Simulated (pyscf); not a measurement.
Elementary routes open to H₃C–SiH(Cl)–Cl (SMILES C[SiH](Cl)Cl) + CH₃• (SMILES [CH3]) in the gas phase (doublet surface):
A. •H₂C–SiH(Cl)–Cl (SMILES [CH2][SiH](Cl)Cl) + CH₄ (SMILES C) (C–H broken; C–H formed)
B. H₃C–Si•(Cl)–Cl (SMILES C[Si](Cl)Cl) + CH₄ (SMILES C) (H–Si broken; C–H formed)

Optimised with ωB97X-D3(BJ)/def2-SVP in PySCF.

Task: Rank the routes by free-energy barrier at 600 K, lowest first, for ωB97M-D3(BJ)/def2-TZVP energies (ideal gas, 1 atm, RRHO with modes under 100 cm⁻¹ raised to 100, one conformer, R ln 2 for chiral ones without a mode under 150 cm⁻¹).

Result: B (25.2 kcal/mol), A (31.9 kcal/mol)

Route B is the fastest of these, ahead of the next by 6.6 kcal/mol. The most stable products are those of B (ΔG = -10.7 kcal/mol), so kinetics and thermodynamics agree. At 1200 K B is still the fastest. Only these routes are compared; each barrier is that of the saddle found, and lower ones may exist.
